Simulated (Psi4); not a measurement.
# C2HCl2F (SMILES FC=C(Cl)Cl): HF/6-31G(d) (spherical functions)

Aim: the vertical singlet–triplet gap of C2HCl2F at HF/6-31G* (spherical functions), from 2 runs. 

The results are computed with Psi4 1.11.

## 1. The structure to begin with

C2HCl2F has 6 atoms, charge 0, and is taken as a singlet. SMILES: `FC=C(Cl)Cl`. Geometry: relaxed at PBE0-D4/def2-TZVP.

Bond lengths: F1–C2 1.325 Å, C2–C3 1.326 Å, C3–Cl4 1.703 Å, C3–Cl5 1.711 Å, C2–H6 1.082 Å. Angles: F1–C2–C3 121.8°, C2–C3–Cl4 122.7°, C2–C3–Cl5 120.2°, Cl4–C3–Cl5 117.2°, F1–C2–H6 114.8°, C3–C2–H6 123.4°.

## 2. Energy and gradient at HF/6-31G(d) (spherical functions)

The input, c2hcl2f.xyz:

```xyz
6
C2HCl2F
F      0.369860    -1.453540     1.016570
C      0.335170    -0.183710     0.639080
C     -0.249490     0.193990    -0.489960
Cl    -1.002700    -0.907170    -1.549080
Cl    -0.269610     1.845290    -0.936840
H      0.816790     0.505150     1.320220
```

The input, c2hcl2f_ase.py:

```python
import numpy as np
from ase.calculators.psi4 import Psi4
from ase.io import read

a = read('c2hcl2f.xyz')
calc = Psi4(atoms=a, method='hf', basis='6-31G*', memory='2200MB', num_threads=1, charge=0, multiplicity=1, label='c2hcl2f', reference='rhf')
calc.psi4.set_options({'puream': True, 'e_convergence': 1e-09, 'd_convergence': 1e-08, 'scf_type': 'pk'})
a.calc = calc

forces = a.get_forces()
print(f'energy: {a.get_potential_energy():.6f} eV')
print('forces / eV A^-1')
print(np.round(forces, 5))
```

Started as:

```sh
$ python c2hcl2f_ase.py
```

c2hcl2f.dat:

```text
[...]
  Running in c1 symmetry.
[...]
  Nuclear repulsion =  265.257491662507050
[...]
  Multiplicity = 1
[...]
  Nalpha       = 28
  Nbeta        = 28
[...]
    Number of basis functions: 80
[...]
   @RHF iter   1: -1094.60837200813125   -2.09848e-01   3.73370e-03 DIIS/ADIIS
[...]
   @RHF iter  12: -1094.66159245305744   -3.18323e-12   3.90941e-09 DIIS
[...]
    Orbital Energies [Eh]
    ---------------------
    Doubly Occupied:
       1A   -104.852231     2A   -104.848523     3A    -26.336380
       4A    -11.364672     5A    -11.361404     6A    -10.591527
       7A    -10.587649     8A     -8.060252     9A     -8.056552
      10A     -8.056412    11A     -8.056377    12A     -8.052601
      13A     -8.052539    14A     -1.656441    15A     -1.233025
      16A     -1.124779    17A     -1.028764    18A     -0.829044
      19A     -0.760337    20A     -0.717371    21A     -0.707765
      22A     -0.617545    23A     -0.592017    24A     -0.571771
      25A     -0.498231    26A     -0.484693    27A     -0.465353
      28A     -0.371149
[...]
  @RHF Final Energy: -1094.66159245305744
   => Energetics <=
    Nuclear Repulsion Energy =            265.2574916625070500
    One-Electron Energy =               -2039.9673629973808602
    Two-Electron Energy =                 680.0482788818163726
    Total Energy =                      -1094.6615924530574375
[...]
 Multipole Moments:
 ------------------------------------------------------------------------------------
     Multipole            Electronic (a.u.)      Nuclear  (a.u.)        Total (a.u.)
 ------------------------------------------------------------------------------------
 L = 1.  Multiply by 2.5417464519 to convert [e a0] to [Debye]
 Dipole X            :         -0.7271965            1.0074456            0.2802491
 Dipole Y            :         -0.7271822            1.0798372            0.3526551
 Dipole Z            :         -1.1063448            1.5147033            0.4083585
 Magnitude           :                                                    0.6079982
[...]
  -Total Gradient:
     Atom            X                  Y                   Z
    ------   -----------------  -----------------  -----------------
       1       -0.000055788649    -0.009780224328     0.002329369497
       2        0.004326952998    -0.002763415736     0.008350897929
       3       -0.011663776811     0.007864759042    -0.022605796545
       4        0.003149762848     0.004368428294     0.004490991961
       5        0.000334194976    -0.006801971704     0.002281358411
       6        0.003908654639     0.007112424420     0.005153178747
[...]
```

On the terminal:

```text
energy: -29787.259158 eV
forces / eV A^-1
[[ 0.00287  0.50292 -0.11978]
 [-0.2225   0.1421  -0.42942]
 [ 0.59978 -0.40442  1.16244]
 [-0.16197 -0.22463 -0.23094]
 [-0.01718  0.34977 -0.11731]
 [-0.20099 -0.36574 -0.26499]]
```

Run time: 8.7 s. Hardware: 1 thread of Intel Xeon Platinum 8259CL at 2.50GHz (Skylake/Cascade Lake), shared host; peak memory 0.28 GiB.

## 3. The triplet, same level

The input, c2hcl2f.py:

```python
import psi4

psi4.set_memory('2200 MB')
psi4.set_num_threads(1)
psi4.core.set_output_file('run.log', False)

geom = psi4.geometry("""
0 3
F
C 1 1.325206
C 2 1.326354 1 121.79508
Cl 3 1.703412 2 122.69012 1 0.00382
Cl 3 1.710818 2 120.15842 1 -179.99565
H 2 1.081868 1 114.77961 3 -179.99981
units angstrom
symmetry c1
no_reorient
no_com
""")

psi4.set_options({
    'basis': '6-31G*',
    'reference': 'uhf',
    'puream': True,
    'e_convergence': 1e-09,
    'd_convergence': 1e-08,
    'scf_type': 'pk',
    'maxiter': 100,
})

e_tot, wfn = psi4.gradient('hf', molecule=geom, return_wfn=True)
psi4.oeprop(wfn, 'DIPOLE', 'QUADRUPOLE', 'MULLIKEN_CHARGES', title='HF')
print('gradient / Eh bohr^-1')
print(e_tot.np.round(6))
print(f'energy = {wfn.energy():.10f} Eh')
```

Started as:

```sh
$ python c2hcl2f.py
```

run.log (excerpt; [...] marks lines left out):

```text
[...]
  Running in c1 symmetry.
[...]
  Nuclear repulsion =  265.257517914715777
[...]
  Multiplicity = 3
[...]
  Nalpha       = 29
  Nbeta        = 27
[...]
    Number of basis functions: 80
[...]
   @UHF iter   1: -1094.46892968302905   -7.04045e-02   3.42443e-03 ADIIS/DIIS
[...]
   @UHF iter  16: -1094.53813714187095    0.00000e+00   4.04719e-09 DIIS
[...]
   @S^2 Observed:                2.030141698E+00
[...]
  @UHF Final Energy: -1094.53813714187095
   => Energetics <=
    Nuclear Repulsion Energy =            265.2575179147157769
    One-Electron Energy =               -2039.8091863394749907
    Two-Electron Energy =                 680.0135312828881524
    Total Energy =                      -1094.5381371418709477
  UHF NO Occupations:
  HONO-2 :   27  A 1.9938053
  HONO-1 :   28  A 1.0000000
[...]
  -Total Gradient:
     Atom            X                  Y                   Z
    ------   -----------------  -----------------  -----------------
       1        0.000003952127     0.009905688694    -0.001616666038
       2       -0.000002880406    -0.210873288716     0.097675761538
       3        0.000000627370     0.198498041625    -0.109989327368
       4       -0.000001940911    -0.001877949216     0.002061611611
       5        0.000002115337    -0.004921543520     0.005898436132
       6       -0.000001873516     0.009269051132     0.005970184140
[...]
 Multipole Moments:
 ------------------------------------------------------------------------------------
     Multipole            Electronic (a.u.)      Nuclear  (a.u.)        Total (a.u.)
 ------------------------------------------------------------------------------------
 L = 1.  Multiply by 2.5417464519 to convert [e a0] to [Debye]
 Dipole X            :         -0.0000123            0.0000028           -0.0000095
 Dipole Y            :         -1.6690551            2.0353226            0.3662675
 Dipole Z            :         -0.2474030            0.5768738            0.3294708
 Magnitude           :                                                    0.4926488
 L = 2.  Multiply by 1.3450342976 to convert [e a0^2] to [Debye ang]
 Quadrupole XX       :        -30.9750190            0.0000013          -30.9750177
 Quadrupole XY       :          0.0093617           -0.0093929           -0.0000313
[...]
  Mulliken Charges: (a.u.)
   Center  Symbol    Alpha    Beta     Spin     Total
[...]
```

On the terminal:

```text
gradient / Eh bohr^-1
[[ 4.00000e-06  9.90600e-03 -1.61700e-03]
 [-3.00000e-06 -2.10873e-01  9.76760e-02]
 [ 1.00000e-06  1.98498e-01 -1.09989e-01]
 [-2.00000e-06 -1.87800e-03  2.06200e-03]
 [ 2.00000e-06 -4.92200e-03  5.89800e-03]
 [-2.00000e-06  9.26900e-03  5.97000e-03]]
energy = -1094.5381371419 Eh
```

It took 9 s on 1 thread of Intel Xeon Platinum 8259CL at 2.50GHz (Skylake/Cascade Lake), shared host; peak memory 0.27 GiB.

## 4. Summary of results

At HF/6-31G* (spherical functions):

| quantity | value |
| --- | --- |
| singlet: total energy | -1094.66159 Eh |
| singlet: dipole moment | 1.55 D |
| singlet: HOMO energy | -10.10 eV |
| singlet: LUMO energy | 3.94 eV |
| singlet: HOMO–LUMO gap | 14.04 eV |
| singlet: largest force on an atom | 1.369 eV/Å |
| triplet: total energy | -1094.53814 Eh |
| triplet: dipole moment | 1.25 D |
| triplet: HOMO energy (highest over α and β) | -7.16 eV |
| triplet: LUMO energy (lowest over α and β) | 0.59 eV |
| triplet: ⟨S²⟩ | 2.030 |
| triplet: largest force on an atom | 11.950 eV/Å |
| vertical energy of the triplet above the singlet | 3.359 eV |

In words: At this shape the triplet lies 3.36 eV (324 kJ/mol) above the singlet. The largest force (singlet) is 1.37 eV/Å: the shape isn't a stationary point for this species at this level. Mulliken charges (triplet) run from -0.38 on F1 to +0.28 on C2.
